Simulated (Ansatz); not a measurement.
Task: a ladder of basis sets of CH₂O (charge -1), SMILES [CH2][O-], with the Ansatz DFT code, driven from Python. Give the script and its output. Level of theory (for the species named): Hartree-Fock, STO-3G basis, multiplicity 2. The script varies basis: STO-3G, 6-31G, 6-31G*, def2-SVP, def2-SVPD, def2-TZVP, def2-TZVPP.

The script reads `ch2o.xyz`:
```text
4

C    -0.08480    0.00590    0.29650
O     1.24630   -0.14400   -0.08880
H    -0.47590    0.96870   -0.09170
H    -0.68560   -0.83060   -0.11600
```

`ch2o.py`:
```python
"""How the energy of CH2O(-) converges with the basis."""

import ansatz as az


def main() -> None:
    system = az.Crystal.molecule_from_extxyz("ch2o.xyz")

    calc = (
        system.calculation()
        .functional("hf")
        .charge(-1)
        .spin("collinear", total=1)
    )

    energies = {}
    for basis in ["STO-3G", "6-31G", "6-31G*", "def2-SVP", "def2-SVPD", "def2-TZVP", "def2-TZVPP"]:
        report = calc.basis(gaussian=basis).run(threads=1, pin="off").report
        size = report["n_frozen"] + report["n_occupied"][0] + report["n_virtual"][0]
        energies[basis] = (report["reference_energy_ev"] / 27.211386246, report["free_energy_ev"] / 27.211386246)
        print(f"{basis:14s} {size:4d} orbitals  reference {energies[basis][0]:14.6f} Ha  total {energies[basis][1]:14.6f} Ha")

    last = energies["def2-TZVPP"][1]
    for basis, (_, total) in energies.items():
        print(f"{basis:14s} lies {27.211386 * (total - last):9.4f} eV above def2-TZVPP")


if __name__ == "__main__":
    main()
```

Running `python ch2o.py` prints:
```text
STO-3G           12 orbitals  reference    -112.128079 Ha  total    -112.128079 Ha
6-31G            22 orbitals  reference    -113.729365 Ha  total    -113.729365 Ha
6-31G*           34 orbitals  reference    -113.767219 Ha  total    -113.767219 Ha
def2-SVP         38 orbitals  reference    -113.683570 Ha  total    -113.683570 Ha
def2-SVPD        59 orbitals  reference    -113.713889 Ha  total    -113.713889 Ha
def2-TZVP        74 orbitals  reference    -113.836194 Ha  total    -113.836194 Ha
def2-TZVPP       90 orbitals  reference    -113.837015 Ha  total    -113.837015 Ha
STO-3G         lies   46.5025 eV above def2-TZVPP
6-31G          lies    2.9293 eV above def2-TZVPP
6-31G*         lies    1.8993 eV above def2-TZVPP
def2-SVP       lies    4.1755 eV above def2-TZVPP
def2-SVPD      lies    3.3504 eV above def2-TZVPP
def2-TZVP      lies    0.0223 eV above def2-TZVPP
def2-TZVPP     lies    0.0000 eV above def2-TZVPP
```

Against STO-3G: 6-31G -1601.3 mHa, 6-31G* -1639.1 mHa, def2-SVP -1555.5 mHa, def2-SVPD -1585.8 mHa, def2-TZVP -1708.1 mHa and def2-TZVPP -1708.9 mHa. The last step alone is -0.82 mHa (these two sets differ little on atoms other than hydrogen).

Reading the output:
- The drop along the ladder measures the basis error, and is no property of the molecule.
- The geometry is a force-field or estimated start, not a minimum of this method, and the last set is no limit. Much of the fall in a total is atomic energy, which cancels in bond and reaction energies.
- The species is open-shell (spin multiplicity 2).
- Totals across families of basis sets mostly measure their core functions.
- Hardware and time: 2.7 s on 1 thread of Arm Neoverse V1 (shared host), peak memory 0.2 GiB.
